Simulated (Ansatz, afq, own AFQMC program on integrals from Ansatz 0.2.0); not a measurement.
Integrals from Ansatz 0.2.0, then the random walk in our own AFQMC program (afq).

```yaml
crystal:
  periodic: [false, false, false]
  atoms:
    - {symbol: Al, position_ang: [0.000000, -0.074388, 0.613390]}
    - {symbol: C, position_ang: [0.000000, 0.010117, -1.308029]}
    - {symbol: H, position_ang: [0.000000, 1.321704, 1.420502]}
    - {symbol: H, position_ang: [0.000000, 0.549036, -2.253748]}
basis:
  gaussian: {orbitals: cc-pVDZ}
magnetization: {spin_polarized: true, initial_magnetization: 3}
correlation: {method: ccsd_t, electrons: outside_noble_gas, hamiltonian_folder: ham}
```

```sh
$ ansatz run in.yaml --threads 1 --pin off --events-out ev --progress --plain --max-ram 1843MiB
```

afq runs on the folder ham with

```
--method phaseless --trial cisd --walkers 60 --populations 1 --least-time 40 --time-step 0.005 --steps-per-block 50 --equilibration-blocks 28 --max-blocks 300 --target-error 0.00036 --factor-cut 1e-05 --start spin_pure --seed 3267 --release-times 0.24,0.51,0.99,1.62,2.4 --release-step 0.03 --release-every 4 --taylor-order 6
```

Times are imaginary, in 1/Eh. The walk had a cap of 1002 s.

Output of the walk:

```
orbitals 36  electrons 6 3  factors 267 of 401
reference energy -280.83039687 Eh
CCSD correlation -0.16086553 Eh in 12 cycles, weight of the determinant in the CISD state 0.9105
energy of the start -280.990897 Eh
 block  time / (1/Eh)  mean weight  energy / Eh
     1     0.250  0.9974  -280.989645
     2     0.500  1.0005  -280.991091
     3     0.750  0.9995  -280.991776
     4     1.000  0.9986  -280.991820
     5     1.250  1.0002  -280.995736
    10     2.500  1.0004  -280.997295
    29     7.250  0.9988  -280.996374
    49    12.250  0.9990  -280.995254
    69    17.250  1.0001  -280.994186
    89    22.250  0.9991  -280.997415
   109    27.250  1.0000  -280.999853
   113    28.250  0.9991  -280.992380
   129    32.250  0.9986  -281.003097
   149    37.250  1.0013  -280.995605
   169    42.250  1.0007  -280.993207
   185    46.250  0.9982  -280.996614
blocks merged  error / Eh  count
     1  0.000161  160
     2  0.000209  80
     4  0.000253  40
     8  0.000245  20
    16  0.000253  10
released: time / (1/Eh)  energy / Eh  error  mean overlap
  0.24  -280.995672  0.000231  0.9958
  0.51  -280.995719  0.000337  1.0021
  0.99  -280.995847  0.000370  0.9889
  1.62  -280.996253  0.000273  0.9855
  2.40  -280.996077  0.000326  0.9632
energy -280.995791 +/- 0.000253 Eh
(rows thinned)
```

The run passed its tests (sampling time, drift between the halves within three errors, error under three times the target), which doesn't prove that it has relaxed. The second half of the sampling lies above the first by 2.2 errors of their difference, so the energy may still be moving and its error bar be too small.

Against this walk (error 6.9 meV) on the same determinant: CCSD(T) 25.4 meV higher, CCSDT(Q) 5.7 meV lower (within the noise). The error is statistical and leaves out the bias of the constraint. Released to 2.40 1/Eh the energy moves by -8 ± 11 meV (both errors), within twice the noise.

Cautions: constraint bias not in the error; lower spins were not checked.

The walk took 4.2 min on 1 thread of Intel(R) Xeon(R) Platinum 8375C CPU @ 2.90GHz (Ice Lake) (shared host). The log's last line is the phaseless energy.

CCSDT and higher add their correlation energy to the determinant of the CCSD(T) run, since their own runs factorise the integrals more tightly (a shift of under 2 meV). A walk keeps the symmetry of its determinant, which the program's search chose and which needn't be the lowest solution, so a lower state of the same spin and another symmetry isn't excluded.
